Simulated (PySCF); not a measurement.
Species: acetyl cation, C₂H₃O (charge +1).
Atom-mapped SMILES: `[CH3:1][C:2]#[O+:3]` (hydrogens: H4, H5, H6 on C1)

Computed, not measured: PySCF 2.14.0, PBE0-D3(BJ)/def2-SVP geometry optimisation, gas phase.

Problem. Give the optimised bond lengths and angles.

Solution. 
| bond | length (bohr) |
| --- | --- |
| C1–C2 | 2.683 |
| C2≡O3 | 2.108 |
| C1–H4, C1–H5, C1–H6 | 2.091 |

Bonds in one row agree within 0.02 bohr and their mean is given. A selection of angles:
| angle | degrees |
| --- | --- |
| C2–C1–H4 | 108.4 |
| H4–C1–H5 | 110.5 |
| H5–C1–H6 | 110.5 |
| C1–C2–O3 | 180.0 |

Point group: C3v (every atom within 0.08 Å of its image). Whether it is a minimum is left open (no frequencies).

Hardware: an Arm Neoverse V1 with one thread, no GPU, shared host. Cost: 4.2 s wall, 0.25 GiB resident at most. This is the geometry optimisation.
